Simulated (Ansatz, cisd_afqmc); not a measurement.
System: CHN, charge 0, triplet. This triplet is an excited state, 4.7 eV above the singlet at CCSD(T)/cc-pV5Z (Ansatz, an electronic-structure program). CHN (parent SMILES [C-]#[NH+], triplet).
B3LYP-D3(BJ)/def2-TZVP minimum from Ansatz:
```
N
C 1 1.2552
H 1 1.0401 2 113.70
```
Charge 0, spin multiplicity 3.

Total energies in cc-pVDZ, 10 correlated electrons, 2 frozen orbitals. Open shells are spin-unrestricted; no spin-orbit coupling. Cores are frozen in correlated methods. No relativity. AFQMC is phaseless with a CISD trial state; ± is one standard error, without the phaseless bias. Outlying blocks are dropped, and bars are widened where a walk drifts. Over all cases where full CI ran beside it in this data, AFQMC minus full CI had a median of +0.1 mEh and passed +0.4 mEh in a tenth of the cases. The UHF reference of CHN (parent SMILES [C-]#[NH+], triplet) is spin-contaminated (<S^2> up to 0.31 over the pure value in the sets run). The spin of CHN (parent SMILES [C-]#[NH+], triplet) was assumed, and the state is the lowest solution found for it.

```json
[
 {"method": "HF", "program": "Ansatz", "energy (Eh)": "-92.73285", "minus CCSDTQ (mEh)": "268.13"},
 {"method": "MP2", "program": "Ansatz", "energy (Eh)": "-92.95131", "minus CCSDTQ (mEh)": "49.67"},
 {"method": "CCSD", "program": "Ansatz", "energy (Eh)": "-92.98847", "minus CCSDTQ (mEh)": "12.51"},
 {"method": "CCSD(T)", "program": "Ansatz", "energy (Eh)": "-92.99826", "minus CCSDTQ (mEh)": "2.72"},
 {"method": "CCSDT(Q)", "program": "Ansatz", "energy (Eh)": "-93.00132", "minus CCSDTQ (mEh)": "-0.34"},
 {"method": "CCSDTQ", "program": "Ansatz", "energy (Eh)": "-93.00098", "minus CCSDTQ (mEh)": "0.00"},
 {"method": "AFQMC/CISD", "program": "cisd_afqmc", "energy (Eh)": "-92.9998 ± 0.0004", "minus CCSDTQ (mEh)": "1.1 ± 0.4"}
]
```

Rough core times of Ansatz's runs on a shared machine: CCSD(T) under 20 s, CCSDT(Q) 40 s, CCSDTQ 40 min.
